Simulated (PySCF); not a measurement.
**One shape, several levels: BHSCl (SMILES S[B]Cl)**

Wanted: a comparison of 3 runs (TD-BLYP/cc-pVDZ, TD-BLYP/aug-cc-pVDZ, TD-BLYP/cc-pVTZ) of BHSCl. 

Program for the calculation: PySCF 2.14.0.

## Step 1: The molecule

BHSCl: 4 atoms, total charge 0, spin state doublet. As SMILES, `S[B]Cl`. The coordinates come from a PBE0-D4/def2-TZVP relaxation.

Bond lengths: S1–B2 1.766 Å, B2–Cl3 1.722 Å, S1–H4 1.344 Å. Angles: S1–B2–Cl3 124.8°, B2–S1–H4 96.3°.

## Step 2: The excited states at TD-BLYP/cc-pVDZ (run 1)

The input, start.xyz:

```xyz
4
BClHS
S      0.566400    -0.789100     0.531400
B     -0.299600     0.475700    -0.345800
Cl    -2.014100     0.616000    -0.427300
H      1.802900    -0.362900     0.221400
```

The input, run.py:

```python
from pyscf import gto, dft, tdscf

mol = gto.M(
    atom='start.xyz',
    verbose=3,
    max_memory=1860,
    spin=1,
    basis='cc-pvdz',
)

calc0 = dft.UKS(mol, xc='blyp')
calc0.grids.level = 4
calc0.conv_tol = 1e-10
calc0.kernel()
if not calc0.converged:
    calc0 = calc0.newton().run(calc0.mo_coeff, calc0.mo_occ)

e_final = calc0.e_tot
print(f'total energy: {e_final:.8f} hartree')

td = calc0.TDDFT()
td.nstates = 3
td.kernel()
td.analyze()
roots = td.e * 27.211386
osc = td.oscillator_strength()
print('state   eV      nm      f')
for i, (w, f) in enumerate(zip(roots, osc), 1):
    print('%3d %9.4f %8.1f %9.5f' % (i, w, 1239.842 / w, f))
```

On the command line:

```
OMP_NUM_THREADS=1 python run.py
```

Log:

```text
converged SCF energy = -883.821063239577  <S^2> = 0.75245354  2S+1 = 2.002452
total energy: -883.82106324 hartree
Excitation energies (eV)
[2.52247411 4.12543167 4.24925618]

** Excitation energies and oscillator strengths **
state   eV      nm      f
  1    2.5225    491.5   0.00396
  2    4.1254    300.5   0.00343
  3    4.2493    291.8   0.00234
```

Run time: 47 s. Hardware: 1 thread of Arm Neoverse V1, shared host; peak memory 0.38 GiB.

The roots found:

| excited state | energy (eV) | strength |
| --- | --- | --- |
| 1 | 2.522 | 0.0040 |
| 2 | 4.125 | 0.0034 |
| 3 | 4.249 | 0.0023 |

## Step 3: The excited states at TD-BLYP/aug-cc-pVDZ (run 2)

The input, input.py:

```python
from pyscf import gto, dft, tdscf

system = gto.M(
    atom=[
    ('S', (0.566400, -0.789100, 0.531400)),
    ('B', (-0.299600, 0.475700, -0.345800)),
    ('Cl', (-2.014100, 0.616000, -0.427300)),
    ('H', (1.802900, -0.362900, 0.221400)),
],
    max_memory=1860,
    basis='aug-cc-pvdz',
    spin=1,
    verbose=3,
)

mf = dft.UKS(system)
mf.xc = 'blyp'
mf.conv_tol = 1e-10
mf.grids.level = 4
mf.kernel()
if not mf.converged:
    mf = mf.newton().run(mf.mo_coeff, mf.mo_occ)

energy = mf.e_tot
print('Final energy', energy)

td = mf.TDDFT()
td.nstates = 3
td.kernel()
td.analyze()
roots = td.e * 27.211386
osc = td.oscillator_strength()
print('state   eV      nm      f')
for i, (w, f) in enumerate(zip(roots, osc), 1):
    print('%3d %9.4f %8.1f %9.5f' % (i, w, 1239.842 / w, f))
```

On the command line:

```
OMP_NUM_THREADS=1 python input.py
```

Log:

```text
converged SCF energy = -883.829347050802  <S^2> = 0.75269184  2S+1 = 2.00269
Final energy -883.829347050802
Excitation energies (eV)
[2.45759523 3.63197858 4.15089225]

** Excitation energies and oscillator strengths **
state   eV      nm      f
  1    2.4576    504.5   0.00217
  2    3.6320    341.4   0.00086
  3    4.1509    298.7   0.00319
```

Run time: 81 s. Hardware: 1 thread of Arm Neoverse V1, shared host; peak memory 0.54 GiB.

The roots found:

| excited state | energy (eV) | strength |
| --- | --- | --- |
| 1 | 2.458 | 0.0022 |
| 2 | 3.632 | 0.0009 |
| 3 | 4.151 | 0.0032 |

## Step 4: The vertical excitations at TD-BLYP/cc-pVTZ (run 3)

The input, input.py:

```python
from pyscf import gto, dft, tdscf

molecule = gto.M(
    atom='''
S      1.070341    -1.491183     1.004200
B     -0.566162     0.898943    -0.653467
Cl    -3.806097     1.164071    -0.807480
H      3.406987    -0.685782     0.418385
''',
    charge=0,
    basis='cc-pvtz',
    spin=1,
    verbose=3,
    unit='bohr',
    max_memory=1860,
)

calc0 = dft.UKS(molecule)
calc0.xc = 'blyp'
calc0.grids.level = 4
calc0.conv_tol = 1e-10
calc0.kernel()
if not calc0.converged:
    calc0 = calc0.newton().run(calc0.mo_coeff, calc0.mo_occ)

energy = calc0.e_tot
print(f'total energy: {energy:.8f} hartree')

td = calc0.TDDFT()
td.nstates = 3
td.kernel()
td.analyze()
roots = td.e * 27.211386
osc = td.oscillator_strength()
print('state   eV      nm      f')
for i, (w, f) in enumerate(zip(roots, osc), 1):
    print('%3d %9.4f %8.1f %9.5f' % (i, w, 1239.842 / w, f))
```

On the command line:

```
OMP_NUM_THREADS=1 python input.py
```

Log:

```text
WARN: HOMO -0.164955007674779 >= LUMO -0.164955007674781

converged SCF energy = -883.864466516733  <S^2> = 0.75271682  2S+1 = 2.002715
total energy: -883.86446652 hartree
Excitation energies (eV)
[2.45332951 3.9605149  4.17640305]

** Excitation energies and oscillator strengths **
state   eV      nm      f
  1    2.4533    505.4   0.00302
  2    3.9605    313.1   0.00319
  3    4.1764    296.9   0.00263
```

Wall time 3 min (1 thread of Arm Neoverse V1, shared host); peak memory 0.73 GiB.

The roots found:

| excited state | energy (eV) | strength |
| --- | --- | --- |
| 1 | 2.453 | 0.0030 |
| 2 | 3.961 | 0.0032 |
| 3 | 4.176 | 0.0026 |

## Step 5: Overview of the runs

| run | level | energy (Eh) | dipole moment (D) of the reference | HOMO energy (eV) | LUMO energy (eV) | wall time |
| --- | --- | --- | --- | --- | --- | --- |
| 1 | TD-BLYP/cc-pVDZ | -883.821063 | 1.06 | -4.43 | -2.59 | 47 s |
| 2 | TD-BLYP/aug-cc-pVDZ | -883.829347 | 1.05 | -4.69 | -2.93 | 81 s |
| 3 | TD-BLYP/cc-pVTZ | -883.864467 | 1.02 | -4.62 | -2.83 | 3 min |

## Step 6: What came out

| quantity | value |
| --- | --- |
| run 3: ground-state or mean-field energy | -883.86447 Eh |
| run 3: dipole moment (BLYP Kohn–Sham density) | 1.02 D |
| run 3: HOMO energy (BLYP Kohn–Sham orbitals) (highest over α and β) | -4.62 eV |
| run 3: LUMO energy (BLYP Kohn–Sham orbitals) (lowest over α and β) | -2.83 eV |
| run 3: ⟨S²⟩ of the reference determinant | 0.753 |
| run 3: lowest excitation energy | 2.45 eV |

What this shows: Over the runs the total energy spans 1.181 eV. All runs together took 5.1 min, the longest 3 min.
